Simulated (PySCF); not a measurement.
Species: C6H10.
Atom-mapped SMILES: `[CH:1]#[C:2][C:3]([CH3:4])([CH3:5])[CH3:6]` (hydrogens: H7 on C1; H8, H9, H10 on C4; H11, H12, H13 on C5; H14, H15, H16 on C6)

The same species was optimised twice, with GFN2-xTB and with PBE0-D3(BJ)/def2-SVP (PySCF), and the same property calculations (PySCF, gas phase) were run on both structures.

```json
{"coordinate": "C1≡C2 (Å)", "GFN2-xTB": "1.196", "PBE0-D3(BJ)/def2-SVP": "1.212", "change": "+0.016"}
{"coordinate": "C2–C3 (Å)", "GFN2-xTB": "1.457", "PBE0-D3(BJ)/def2-SVP": "1.470", "change": "+0.013"}
{"coordinate": "C3–C5 (Å)", "GFN2-xTB": "1.533", "PBE0-D3(BJ)/def2-SVP": "1.536", "change": "+0.003"}
{"coordinate": "C3–C4 (Å)", "GFN2-xTB": "1.533", "PBE0-D3(BJ)/def2-SVP": "1.536", "change": "+0.003"}
{"coordinate": "C3–C6 (Å)", "GFN2-xTB": "1.533", "PBE0-D3(BJ)/def2-SVP": "1.536", "change": "+0.003"}
{"coordinate": "C2–C3–C5 (°)", "GFN2-xTB": "108.9", "PBE0-D3(BJ)/def2-SVP": "109.1", "change": "+0.2"}
{"coordinate": "C4–C3–C5 (°)", "GFN2-xTB": "110.0", "PBE0-D3(BJ)/def2-SVP": "109.8", "change": "-0.2"}
{"coordinate": "C2–C3–C6 (°)", "GFN2-xTB": "108.9", "PBE0-D3(BJ)/def2-SVP": "109.1", "change": "+0.2"}
{"coordinate": "C4–C3–C6 (°)", "GFN2-xTB": "110.1", "PBE0-D3(BJ)/def2-SVP": "109.8", "change": "-0.3"}
{"coordinate": "C2–C3–C4 (°)", "GFN2-xTB": "108.9", "PBE0-D3(BJ)/def2-SVP": "109.1", "change": "+0.2"}
{"coordinate": "C5–C3–C6 (°)", "GFN2-xTB": "110.1", "PBE0-D3(BJ)/def2-SVP": "109.9", "change": "-0.2"}
{"coordinate": "C1–C2–C3 (°)", "GFN2-xTB": "180.0", "PBE0-D3(BJ)/def2-SVP": "179.9", "change": "-0.1"}
```

Rotational constants: A = 4567, B = 2731, C = 2731 MHz (GFN2-xTB) against A = 4550, B = 2686, C = 2686 MHz (PBE0-D3(BJ)/def2-SVP). Point groups within 0.08 Å: C3v and C3v.

On the GFN2-xTB structure: HOMO (eV) -7.68 [PBE0/pcSseg-1]; LUMO (eV) 1.40 [PBE0/pcSseg-1]; dipole (D) 0.71 [PBE0/pcSseg-1]; GIAO shielding of C1 (ppm) 112.7 [PBE0/pcSseg-1]; GIAO shielding of C2 (ppm) 89.2 [PBE0/pcSseg-1]; GIAO shielding of C3 (ppm) 159.4 [PBE0/pcSseg-1]; GIAO shielding of C4/C5/C6 (mean) (ppm) 154.0 [PBE0/pcSseg-1].

Question: What do these properties become on the PBE0-D3(BJ)/def2-SVP structure?

Answer: 
| property | level | on GFN2-xTB | on PBE0-D3(BJ)/def2-SVP | change |
| --- | --- | --- | --- | --- |
| HOMO (eV) | PBE0/pcSseg-1 | -7.68 | -7.64 | +0.04 |
| LUMO (eV) | PBE0/pcSseg-1 | 1.40 | 1.36 | -0.04 |
| dipole (D) | PBE0/pcSseg-1 | 0.71 | 0.70 | -0.01 |
| energy, GFN2-xTB geometry as zero (kcal/mol) | PBE0/pcSseg-1 | 0.0 | -0.3 | -0.3 |
| GIAO shielding of C1 (ppm) | PBE0/pcSseg-1 | 112.7 | 110.8 | -1.9 |
| GIAO shielding of C2 (ppm) | PBE0/pcSseg-1 | 89.2 | 88.6 | -0.6 |
| GIAO shielding of C3 (ppm) | PBE0/pcSseg-1 | 159.4 | 156.9 | -2.5 |
| GIAO shielding of C4/C5/C6 (mean) (ppm) | PBE0/pcSseg-1 | 154.0 | 151.6 | -2.4 |

The heavy atoms differ by 0.013 Å rms after alignment. Among bonds between heavy atoms C1≡C2 changes most (+0.016 Å). Changes are differences of the printed values. Neither structure is proved a minimum here.
